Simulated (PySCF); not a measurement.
## AlN at r²SCAN

Computed with r²SCAN; Al 3-21G, N 3-21G; no relativity (PySCF 2.14).

| Quantity | Value |
| --- | --- |
| state | ³Σ⁻ (triplet), unpaired electrons π ↑↑ |
| bond length | 1.996 Å |
| harmonic wavenumber | 599 cm⁻¹ |
| force constant | 1.95 mdyn/Å |
| rotational constant Be | 0.4590 cm⁻¹ |
| anharmonicity ωexe | 4.54 cm⁻¹ |
| vibration–rotation constant αe | 0.00463 cm⁻¹ |
| well depth De to Al + N | 197 kJ/mol |
| dissociation energy D0 | 193 kJ/mol |
| bond order (Mayer) | 1.03 |
| dipole moment (positive dipole means Al(−)N(+)) | -0.79 D |

3-21G is very small, so such numbers show the basis as much as the molecule. The state is the lowest determinant that a PBE0 search found; another state may lie lower at other levels.
